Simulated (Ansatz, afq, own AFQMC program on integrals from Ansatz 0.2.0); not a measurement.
**Atomization energy of BeBH$_{3}$, singlet**

```xyz
5

B     0.0000    0.0000    0.8223
Be    0.0000    0.0000   -1.0509
H     0.0000    1.0032    1.4842
H     0.0000   -1.0032    1.4842
H     0.0000    0.0000   -2.3921
```

Connectivity, by distances: BH2–BeH.

Atoms in their ground-state spins without spin–orbit coupling (mostly on UHF) minus the molecule (RHF), without zero-point energy. The geometry is a stationary point, not shown to be a minimum.

Basis cc-pVDZ. Noble-gas cores (and the filled d shells of Ga–Kr and In–Xe) are frozen. AFQMC by an in-house program on the Cholesky factors that Ansatz 0.2.0 writes for its CCSD(T) run. The CISD trial takes its coefficients from CCSD amplitudes. Released means that phaseless walkers are propagated on without the constraint, phases kept. ± is one standard error of the sampling. The errors of all members are added in quadrature.

No full CI on the walks' own integrals is used here; CCSDT(Q) serves as the reference and is uncertain by about the last step of the cluster series. Each member takes its own surest rung, up to full CI.

The best estimate is CCSD(T) at the basis-set limit (CBS: def2-TZVPP and def2-QZVPP, with their diffuse functions for anions and beside diffuse sets, CCSD(T) itself extrapolated) plus the step from CCSD(T) to CCSDT(Q) in cc-pVDZ. Rows without CBS are in cc-pVDZ, the functionals in def2-TZVP; B2PLYP and the wave-function rows carry a basis error of their own. Core correlation and relativity beyond core potentials are missing, and ± holds the sampling alone.

Cautions: other spins of the molecule weren't checked.

Best estimate: 1284.3 kJ/mol.

```
                  level  atomization energy (kJ/mol)  error against the best estimate (kJ/mol)
                     HF                       1051.4                                    -232.9
                    MP2                       1208.6                                     -75.8
                   CCSD                       1188.6                                     -95.8
                CCSD(T)                       1193.5                                     -90.8
          ph-AFQMC/CISD                 1194.2 ± 0.5                               -90.1 ± 0.5
         released AFQMC                 1194.7 ± 0.7                               -89.6 ± 0.7
                 HF/CBS                       1069.7                                    -214.6
                MP2/CBS                       1296.8                                      12.5
            CCSD(T)/CBS                       1283.3                                      -1.0
                    PBE                       1295.4                                      11.0
                 r2SCAN                       1313.5                                      29.2
                   PBE0                       1296.5                                      12.1
                  B3LYP                       1316.6                                      32.2
                wB97M-V                       1302.1                                      17.7
                 B2PLYP                       1291.7                                       7.4
surest rungs in cc-pVDZ                       1194.6                                     -89.8
```

Correlation beyond CCSD(T) adds 1.0 kJ/mol. Going to the basis-set limit adds 89.8 kJ/mol at CCSD(T). The perturbative (T) step is worth +5.0 kJ/mol. The functionals spread over 24.9 kJ/mol; B2PLYP and PBE come nearest and B3LYP is 32.2 kJ/mol too high.

Best estimates are given only where the step beyond CCSD(T) is under 0.3 eV and no member's determinant is very poor (T1 over 0.05, or 0.07 for open shells, ⟨S²⟩ too high by 0.3, two states mixed), so the hardest cases are missing from such tables.

The functionals ran in a triple-zeta set and keep a basis error of their own, a few kJ/mol for each bond in atomization energies and more for double hybrids, so close places among them and the extrapolated levels can swap.

Each member of a difference takes its own highest rung, so a best estimate needn't equal the limit plus the step of one row. A walk keeps the symmetry of its determinant, which the program's search chose and which needn't be the lowest solution, so a lower state of the same spin and another symmetry isn't excluded. Released energies are given only where the last usable release times agree within the noise; a slower fall can still hide under it.
